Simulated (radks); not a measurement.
# C⁴⁺ in [He]: an all-electron calculation

What are the levels of the carbon ion C4+, how large are its shells, and how does its energy divide?

The numbers are computed with radks (a radial shooting solver on a logarithmic mesh, Libxc functionals) version 1 (non-relativistic Kohn-Sham, LDA (Slater exchange, VWN5 correlation), spin-polarised, spherical densities, point nucleus), except any that are marked as measured or tabulated.

## Step 1: The atom as given

```
element       : carbon (Z = 6)
charge        : +4
electrons     : 2
configuration : [He]
```

The outer shells:

C⁴⁺
```
1s [↑↓]
```

## Step 2: The run

Input:

```text
Z 6
configuration [He] 2s0 2p0
relativity non-relativistic
functional lda,vwn5
spin polarised
nucleus point
```

Command:

```bash
$ python run_ks.py task.json out
```

This one command runs every case of the session in turn.

What does the calculation give?

The runs gave:

```
                        quantity                    value
                    total energy        -32.03945 hartree
exchange-correlation share of it                   9.91 %
                            −T/E                   0.9962
          highest occupied level           1s, -354.67 eV
    most extended occupied level  1s up, <r> = 0.270 bohr
 radius at density 0.001 e/bohr³                1.06 bohr
    maxima of the radial density                        1
         ionisation energy, NIST       392.09 (theory) eV
```

What this shows: The radial density shows 1 maxima for 1 occupied principal shells. −T/E = 0.9962, near the virial value of 1. The top level binds by 354.67 eV, 90 % of the NIST ionisation energy of 392.09 eV. 
